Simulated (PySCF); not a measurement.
Task: Write Cartesian coordinates for `O=C1CCCC1` (cyclopentanone) as optimised with GFN2-xTB.

Result: 
```xyz
14
C5H8O angstrom
O      0.3318    2.2980    1.0595
C      0.1758    1.2168    0.5599
C     -1.1531    0.5268    0.3304
C     -0.8374   -0.6534   -0.5838
C      0.5932   -1.0373   -0.1985
C      1.2733    0.3059    0.0497
H     -1.5142    0.1856    1.3037
H     -1.8925    1.2179   -0.0715
H     -1.5359   -1.4792   -0.4591
H     -0.8676   -0.3340   -1.6270
H      0.5844   -1.6246    0.7212
H      1.0887   -1.6214   -0.9722
H      1.6456    0.7365   -0.8831
H      2.1073    0.2620    0.7487
```

Any rigid rotation of these coordinates is as good. Atoms count from 1 in this order. The 5-membered ring C2–C3–C4–C5–C6 has internal angles of 103.7° to 108.1°; it is puckered, 0.17 Å rms from its mean plane, widest ring torsion 38°.

Bonds between heavy atoms (Å): O1=C2 1.201, C2–C3 1.515, C3–C4 1.526, C4–C5 1.531, C5–C6 1.526, C2–C6 1.515.

Computed geometry: GFN2-xTB, gas phase.

Point group: C2 (tolerance 0.08 Å). No GFN2-xTB frequencies stand behind this structure, so it isn't proved a minimum. One conformer, not necessarily the lowest (O1–C2–C3–C4 168°, C2–C3–C4–C5 31°, C3–C4–C5–C6 -38°, C4–C5–C6–C2 31°).
